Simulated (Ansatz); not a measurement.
Geometry optimisation, Ansatz, RKS PBE-D4/def2-SVP.

Input:

```yaml
crystal:
  periodic: [false, false, false]
  atoms:
    - { symbol: Si, position_ang: [-0.06231, 0.0, -0.803227] }
    - { symbol: F, position_ang: [1.385307, 0.0, 1.565135] }
    - { symbol: H, position_ang: [2.007232, 0.0, 0.86835] }
    - { symbol: H, position_ang: [-1.043564, 1.110034, -0.375279] }
    - { symbol: H, position_ang: [-1.043564, -1.110034, -0.375279] }
basis:
  gaussian: { orbitals: def2-SVP }
hamiltonian:
  xc: pbe
  dispersion: d4
relax:
  f_tol: 0.03
  max_steps: 50
```

Command:

```bash
$ ansatz run input.yaml --threads 1 --pin off --max-ram 2048MiB --backend cpu --events-out ev --progress --plain --runs-dir out
```

Question: Where does it end, and by what steps?

Answer: The forces met the threshold. After 5 steps the energy has fallen by 0.194 eV; F2 moved furthest, 0.43 Å.

```json
{"step": "0", "energy less start (eV)": "0.0000", "largest force component (eV/Å)": "0.516", "accepted": "yes"}
{"step": "1", "energy less start (eV)": "-0.1081", "largest force component (eV/Å)": "0.594", "accepted": "yes"}
{"step": "2", "energy less start (eV)": "-0.1802", "largest force component (eV/Å)": "0.230", "accepted": "yes"}
{"step": "3", "energy less start (eV)": "-0.1923", "largest force component (eV/Å)": "0.127", "accepted": "yes"}
{"step": "4", "energy less start (eV)": "-0.1935", "largest force component (eV/Å)": "0.031", "accepted": "yes"}
{"step": "5", "energy less start (eV)": "-0.1936", "largest force component (eV/Å)": "0.016", "accepted": "yes"}
```

```xyz
5
Properties=species:S:1:pos:R:3
Si 0.076 0.000 -0.685
F 1.067 0.000 1.283
H 1.879 0.000 0.787
H -0.889 1.118 -0.253
H -0.889 -1.118 -0.253
```

Whether the end is a true minimum wasn't checked by a vibrational analysis.

Time of the run: 2.5 s on 1 thread of Intel(R) Xeon(R) 6975P-C (Granite Rapids) (shared host), peak memory 0.12 GiB.
